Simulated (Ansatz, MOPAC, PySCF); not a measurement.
A family of related molecules: H2E=Y. All species are isolated molecules in the gas phase. Strings in code marks are SMILES.

Quantity: vertical ionisation energy (energy after one electron is removed minus that of the parent at the parent's geometry), in eV. The restricted reference of `N=[SiH2]` is unstable towards unrestricted orbitals.

Level 1: frozen-core CCSD(T)/def2-TZVPP // r2SCAN-D4/def2-TZVP (Ansatz, an electronic-structure program)
Level 2: PBE-D3(BJ)/def2-TZVP // r2SCAN-D4/def2-TZVP (PySCF)
Level 3: minus the HOMO energy of PM7 // r2SCAN-D4/def2-TZVP (MOPAC)
Level 4: minus the HOMO energy of SVWN5/6-31G* // r2SCAN-D4/def2-TZVP (PySCF)

| species | level 1 | level 2 | level 3 | level 4 |
|---|---|---|---|---|
| `[SiH2]=[Se]` | 9.09 | 9.06 | 8.53 | 5.81 |
| `C=O` | 10.84 | 10.71 | 10.31 | 5.90 |
| `[S]=[GeH2]` | 9.17 | 9.14 | 9.13 | 5.81 |
| `[SiH2]=S` | 9.50 | 9.47 | 9.37 | 6.09 |
| `[O]=[GeH2]` | 10.13 | 10.10 | 9.80 | 6.16 |
| `N=[SiH2]` | 9.94 | 9.94 | 10.61 | 6.09 |
| `[GeH2]=[Se]` | 8.83 | 8.78 | 8.47 | 5.59 |
| `O=[SiH2]` | 10.82 | 10.73 | 11.10 | 6.62 |
